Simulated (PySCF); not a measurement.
# Functional benchmark on one molecule

Molecule: `COc1ccccc1`, C$_{7}$H$_{8}$O.

Numbering as in the mapped SMILES `[CH3:1][O:2][c:3]1[cH:4][cH:5][cH:6][cH:7][cH:8]1`. Hydrogens are named by the atom that carries them.

Geometry PBE0-D3(BJ)/def2-SVP throughout; GIAO in PySCF, gas phase, one conformer, non-relativistic; equivalent atoms averaged; basis pcSseg-1.

Reference values (measured; solution, not stated in the table (CDCl3 in this author's series); The use of chemical shift calculations in the conformational analysis of substituted benzenes, New J. Chem. 2019 (ESI)): δ(H(C4)/H(C8)) = 6.90 ppm, δ(H(C5)/H(C7)) = 7.28 ppm, δ(H(C6)) = 6.93 ppm, δ(H(C1)) = 3.79 ppm. Computed shifts are taken against TMS, calculated as an isolated molecule at each level.

How do the functionals HF, PBE, BLYP, B97-D, B3LYP, PBE0, WP04, B97-2, wB97X-D perform against the reference? Times are CPU seconds on shared hosts with different chips, so compare them loosely; the GGAs took longer than the global hybrids here, which isn't the general rule, and the cause wasn't traced.

Results:


| functional | kind | H(C4)/H(C8) | H(C5)/H(C7) | H(C6) | H(C1) | mean abs. error H | core-s |
| --- | --- | --- | --- | --- | --- | --- | --- |
| HF | Hartree–Fock | 6.97 | 7.56 | 7.04 | 3.54 | 0.18 | 16 |
| PBE | GGA | 6.68 | 7.23 | 6.87 | 3.72 | 0.10 | 50 |
| BLYP | GGA | 6.57 | 7.11 | 6.75 | 3.72 | 0.19 | 47 |
| B97-D | GGA | 6.60 | 7.13 | 6.77 | 3.72 | 0.17 | 50 |
| B3LYP | global hybrid | 6.71 | 7.24 | 6.87 | 3.67 | 0.10 | 33 |
| PBE0 | global hybrid | 6.83 | 7.38 | 7.00 | 3.66 | 0.09 | 18 |
| WP04 | global hybrid | 6.55 | 7.02 | 6.70 | 3.56 | 0.27 | 17 |
| B97-2 | global hybrid | 6.77 | 7.30 | 6.92 | 3.65 | 0.08 | 33 |
| wB97X-D | range-separated hybrid | 6.85 | 7.40 | 7.01 | 3.64 | 0.10 | 43 |

For $^{1}$H the closest is B97-2 (0.08 ppm, with PBE0, PBE, wB97X-D, B3LYP practically level) and the furthest WP04 (0.27 ppm). One molecule is a small sample, and vibrational and solvent effects are absent from the calculation.
